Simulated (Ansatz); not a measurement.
`C#CCOC=C`. The species carries charge 0 and has multiplicity 1.

Cartesian coordinates in Å:
```
C -0.985 -2.733 -1.361
C -0.573 -1.676 -0.974
C -0.060 -0.390 -0.544
O -0.302 -0.221 0.838
C 0.129 0.939 1.368
C 0.751 1.942 0.756
H -1.355 -3.673 -1.697
H 1.018 -0.330 -0.745
H -0.547 0.416 -1.110
H -0.104 0.969 2.427
H 1.028 2.809 1.338
H 0.999 1.946 -0.296
```

Q: What are the harmonic wavenumbers in cm⁻¹ at PBE0-D4/def2-TZVP (Ansatz, finite differences of forces, unscaled)? (Best estimate.)

A: The calculation gave: 83, 152, 253, 286, 355, 511, 606, 672, 721, 725, 841, 970, 995, 996, 1034, 1060, 1252, 1257, 1351, 1400, 1442, 1489, 1703, 2256, 3012, 3045, 3191, 3208, 3281, 3483.

Q: Is this a minimum?

A: Yes, all 30 modes are real.

Q: Give the ideal-gas thermochemistry at 298.15 K and 1 bar (rigid rotor, harmonic oscillator; point group Cs, symmetry number 1).

A: Zero-point energy 249.0 kJ/mol; H(298) − E = 268.6 kJ/mol; entropy 330.5 J/(mol·K), of which translation 163.8, rotation 109.9, vibration 56.7; G(298) − E = 170.1 kJ/mol. Modes under 100 cm⁻¹ are hindered rotations or soft bends, so the harmonic entropy is rough.
